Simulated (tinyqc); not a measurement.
Inside a calculation. Method: UHF in the sto-3g basis, for LiH, spin multiplicity 3. This run ends on a higher stationary point, not on the lowest solution. One step of it, computed by the program tinyqc.

Problem. Iteration 2: diagonalisation and new density. Diagonalise F' = X^T F X, C = X C', fill 3 alpha and 1 beta electrons from the bottom; D(s) = C_occ C_occ^T. Each column has its largest component positive (the first on a tie).

F(alpha) (hartree), order 1Li 1s, 1Li 2s, 1Li 2px, 1Li 2py, 1Li 2pz, 2H 1s:
```
[[-2.318438, -0.645463, 0.000000, 0.000000, 0.000551, -0.086957],
 [-0.645463, -0.223634, 0.000000, 0.000000, -0.128111, -0.274820],
 [0.000000, 0.000000, -0.085139, -0.043582, 0.000000, 0.000000],
 [0.000000, 0.000000, -0.043582, 0.162295, 0.000000, 0.000000],
 [0.000551, -0.128111, 0.000000, 0.000000, 0.008713, -0.324122],
 [-0.086957, -0.274820, 0.000000, 0.000000, -0.324122, -0.481163]]
```

F(beta) (hartree), order 1Li 1s, 1Li 2s, 1Li 2px, 1Li 2py, 1Li 2pz, 2H 1s:
```
[[-2.306191, -0.629624, 0.000000, 0.000000, 0.000467, -0.084790],
 [-0.629624, -0.068281, 0.000000, 0.000000, -0.014913, -0.065963],
 [0.000000, 0.000000, 0.231528, 0.005605, 0.000000, 0.000000],
 [0.000000, 0.000000, 0.005605, 0.199706, 0.000000, 0.000000],
 [0.000467, -0.014913, 0.000000, 0.000000, 0.172537, -0.048107],
 [-0.084790, -0.065963, 0.000000, 0.000000, -0.048107, 0.144015]]
```

X, order 1Li 1s, 1Li 2s, 1Li 2px, 1Li 2py, 1Li 2pz, 2H 1s:
```
[[1.023433, -0.130381, 0.000000, 0.000000, -0.007106, 0.017583],
 [-0.130381, 1.070723, 0.000000, 0.000000, 0.065554, -0.194313],
 [0.000000, 0.000000, 1.000000, 0.000000, 0.000000, 0.000000],
 [0.000000, 0.000000, 0.000000, 1.000000, 0.000000, 0.000000],
 [-0.007106, 0.065554, 0.000000, 0.000000, 1.089638, -0.266717],
 [0.017583, -0.194313, 0.000000, 0.000000, -0.266717, 1.135922]]
```

Give: F' = X^T F X; orbital energies; coefficients C; F' = X^T F X; orbital energies; coefficients C; D(alpha) after iteration 2; D(beta) after iteration 2.

Solution.

F' = X^T F X (alpha) (hartree):
```
[[-2.2621, -0.3694, 0.0000, 0.0000, 0.0030, 0.0127],
 [-0.3694, -0.0335, 0.0000, 0.0000, -0.0287, -0.2048],
 [0.0000, 0.0000, -0.0851, -0.0436, 0.0000, 0.0000],
 [0.0000, 0.0000, -0.0436, 0.1623, 0.0000, 0.0000],
 [0.0030, -0.0287, 0.0000, 0.0000, 0.1550, -0.2837],
 [0.0127, -0.2048, 0.0000, 0.0000, -0.2837, -0.3240]]
```

orbital energies (alpha) (hartree): [-2.3219, -0.5266, -0.0926, 0.0812, 0.1697, 0.3027]

coefficients C (alpha), order 1Li 1s, 1Li 2s, 1Li 2px, 1Li 2py, 1Li 2pz, 2H 1s:
```
[[0.9894, -0.0961, 0.0000, -0.2630, 0.0000, -0.0860],
 [0.0410, 0.2211, 0.0000, 0.9881, 0.0000, 0.4227],
 [0.0000, 0.0000, 0.9857, 0.0000, -0.1685, 0.0000],
 [0.0000, 0.0000, 0.1685, 0.0000, 0.9857, 0.0000],
 [0.0027, 0.1991, 0.0000, -0.3029, 0.0000, 1.0637],
 [-0.0025, 0.8155, 0.0000, -0.2916, 0.0000, -0.8059]]
```

F' = X^T F X (beta) (hartree):
```
[[-2.2514, -0.3697, 0.0000, 0.0000, -0.0051, -0.0020],
 [-0.3697, 0.0868, 0.0000, 0.0000, 0.0331, -0.1146],
 [0.0000, 0.0000, 0.2315, 0.0056, 0.0000, 0.0000],
 [0.0000, 0.0000, 0.0056, 0.1997, 0.0000, 0.0000],
 [-0.0051, 0.0331, 0.0000, 0.0000, 0.2431, -0.1610],
 [-0.0020, -0.1146, 0.0000, 0.0000, -0.1610, 0.2524]]
```

orbital energies (beta) (hartree): [-2.3086, 0.0441, 0.1494, 0.1987, 0.2325, 0.4460]

coefficients C (beta), order 1Li 1s, 1Li 2s, 1Li 2px, 1Li 2py, 1Li 2pz, 2H 1s:
```
[[0.9916, -0.1697, -0.2032, 0.0000, 0.0000, 0.1072],
 [0.0334, 0.5530, 0.7796, 0.0000, 0.0000, -0.5392],
 [0.0000, 0.0000, 0.0000, -0.1685, 0.9857, 0.0000],
 [0.0000, 0.0000, 0.0000, 0.9857, 0.1685, 0.0000],
 [0.0015, 0.3374, -0.6031, 0.0000, 0.0000, -0.8861],
 [-0.0038, 0.5211, -0.2273, 0.0000, 0.0000, 1.0375]]
```

D(alpha) after iteration 2, order 1Li 1s, 1Li 2s, 1Li 2px, 1Li 2py, 1Li 2pz, 2H 1s:
```
[[0.9882, 0.0193, 0.0000, 0.0000, -0.0164, -0.0808],
 [0.0193, 0.0506, 0.0000, 0.0000, 0.0441, 0.1802],
 [0.0000, 0.0000, 0.9716, 0.1661, 0.0000, 0.0000],
 [0.0000, 0.0000, 0.1661, 0.0284, 0.0000, 0.0000],
 [-0.0164, 0.0441, 0.0000, 0.0000, 0.0397, 0.1624],
 [-0.0808, 0.1802, 0.0000, 0.0000, 0.1624, 0.6650]]
```

D(beta) after iteration 2, order 1Li 1s, 1Li 2s, 1Li 2px, 1Li 2py, 1Li 2pz, 2H 1s:
```
[[0.9832, 0.0331, 0.0000, 0.0000, 0.0014, -0.0037],
 [0.0331, 0.0011, 0.0000, 0.0000, 0.0000, -0.0001],
 [0.0000, 0.0000, 0.0000, 0.0000, 0.0000, 0.0000],
 [0.0000, 0.0000, 0.0000, 0.0000, 0.0000, 0.0000],
 [0.0014, 0.0000, 0.0000, 0.0000, 0.0000, 0.0000],
 [-0.0037, -0.0001, 0.0000, 0.0000, 0.0000, 0.0000]]
```
